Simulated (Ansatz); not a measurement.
Bond stretch in SMILES ClCCl, singlet. The C1–Cl5 bond (C1 also carries Cl, H, H; Cl5 carries nothing else) is stretched with both fragments frozen at the PBE0/def2-TZVP optimised geometry.

Calculation: unrestricted PBE/cc-pVDZ run with Ansatz (a program for electronic structure).

The batch members p0 to p7 hold the bond at 1.40, 1.48, 1.60, 1.67, 1.71, 1.76, 1.82, 1.88 Å.

Ansatz input:

Ansatz 0.2 input:
```yaml
# input.yaml
basis:
  gaussian: { orbitals: cc-pvdz }
hamiltonian:
  xc: pbe
batch:
  members: [p0.yaml, p1.yaml, p2.yaml, p3.yaml, p4.yaml, p5.yaml, p6.yaml, p7.yaml]

# p4.yaml, one of the 8 members of this batch
crystal:
  periodic: [false, false, false]
  atoms:
    - { symbol: C, position_ang: [0.0, 0.0, 0.0] }
    - { symbol: Cl, position_ang: [-1.4111921, -0.80178737, -0.68726104] }
    - { symbol: H, position_ang: [0.0, 1.03175233, -0.33767701] }
    - { symbol: H, position_ang: [0.88637031, -0.52808759, -0.33768258] }
    - { symbol: Cl, position_ang: [0.0, 0.0, 1.71] }
total_charge: 0
magnetization:
  spin_polarized: true
```

Lines of the output on each member:

```
Member 0: Total energy: -26100.10203345 eV, -959.1610584446 hartree
Member 1: Total energy: -26101.59203523 eV, -959.2158150001 hartree
Member 2: Total energy: -26102.80343939 eV, -959.2603332818 hartree
Member 3: Total energy: -26103.13979498 eV, -959.2726941219 hartree
Member 4: Total energy: -26103.24838610 eV, -959.2766847720 hartree
Member 5: Total energy: -26103.31856863 eV, -959.2792639322 hartree
Member 6: Total energy: -26103.32808807 eV, -959.2796137653 hartree
Member 7: Total energy: -26103.27691888 eV, -959.2777333324 hartree
```

The unrestricted determinant behind UKS-PBE is spin-contaminated at 2.94 to 6.21 Å (<S²> up to 0.9, against 0.00 for a pure singlet).
